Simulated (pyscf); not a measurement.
•HN–NH₂ (SMILES [NH]N) + H• (SMILES [H]) → NH₂• (SMILES [NH2]) + NH₂• (SMILES [NH2]), a substitution at N (triplet surface; N–N broken, H–N formed). Structures and frequencies: ωB97X-D3(BJ)/def2-SVP in PySCF. Correlated levels are frozen-core, on RHF or UHF. ΔMP2 is the change of the MP2 total energy from the triple- to the quadruple-zeta basis. Energies in kcal/mol from the separated reactants.

Small-basis levels: PySCF, no dispersion term, spherical d functions. AM1 to PM7: differences of heats of formation from MOPAC. Open shells are spin-unrestricted. 

```csv
level,barrier,reaction energy
HF/3-21G,29.5,-29.9
HF/6-31G*,41.8,-29.3
BP86/6-31G*,10.0,-8.5
B3LYP/STO-3G,1.6,-25.8
B3LYP/LANL2DZ,7.8,-13.5
B3LYP/6-31G*,16.4,-13.4
PBE/def2-SVP,12.8,-1.3
AM1,19.2,-8.8
PM6,[?],-2.3
CCSD(T)/def2-TZVPP + ΔMP2(QZVPP),[?],-17.8
```

Problem. Complete the blanks.

Solution. 
- PM6, barrier: -5.8
- CCSD(T)/def2-TZVPP + ΔMP2(QZVPP), barrier: 19.7

Against the last row the barrier runs from -25.5 (PM6) to +22.1 kcal/mol (HF/6-31G*). At PM6 this geometry lies under one side, so the entry may be no barrier of that level: it is a single point on another level's saddle. CCSD(T)/def2-TZVPP + ΔMP2(QZVPP) has limits of its own. Abstraction by the radical was not located in this set and often lies lower. •HN–NH₂ + H• also meet on a surface of lower spin, which isn't treated here. NH₂• + NH₂• also meet on a surface of lower spin, which isn't treated here. One saddle was located; it need not be the lowest between these sides. The angle at the attacked N is 158°. The CCSD(T) − MP2 part came from Ansatz, without density fitting, on the same reference.
